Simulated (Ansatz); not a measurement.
Ansatz (a program for electronic structure) input (PBE/cc-pVTZ): A basis named .json is the Basis Set Exchange file of that set (core-valence sets with the plain set on hydrogen).

Ansatz 0.2 input:
```yaml
crystal:
  periodic: [false, false, false]
  atoms:
    - {symbol: N, position_ang: [0.00224146, -0.00382052, 0.11155442]}
    - {symbol: H, position_ang: [-0.00202883, 0.95117179, -0.22808750]}
    - {symbol: H, position_ang: [0.80949996, -0.46442426, -0.29287493]}
    - {symbol: H, position_ang: [-0.82316134, -0.46000387, -0.25991854]}
basis:
  gaussian:
    orbitals: cc-pVTZ
    fitting: {mean_field: def2-SV_P_-JKFIT.json}
hamiltonian:
  xc: {name: PBE}
magnetization: {spin_polarized: false}
```

Output:

```
Functional definition: PBE
integrals: 0.01 GiB planned
131 factors; integrals over basis functions are off by at most 8.9e-1 eV
mean field: 0.11 GiB planned
mean field evaluation 1: about -1529.8862 eV, gradient 6.5e1 eV
mean field evaluation 2: about -1513.1717 eV, gradient 1.0e2 eV
mean field evaluation 4: about -1537.6206 eV, gradient 7.4e-1 eV
mean field evaluation 8: about -1537.6221 eV, gradient 1.7e-3 eV
mean field -1537.62209555 eV, -56.5065697736 hartree, gradient 7.8e-5 eV, S^2 0.000000; 0 other end points of the search recorded, 0 dependent functions left out
reference -1537.62211769 eV, -56.5065705874 hartree; 5, 5 occupied and 67, 67 virtual orbitals, 131 factors
Total energy: -1537.62211769 eV, -56.5065705874 hartree
```
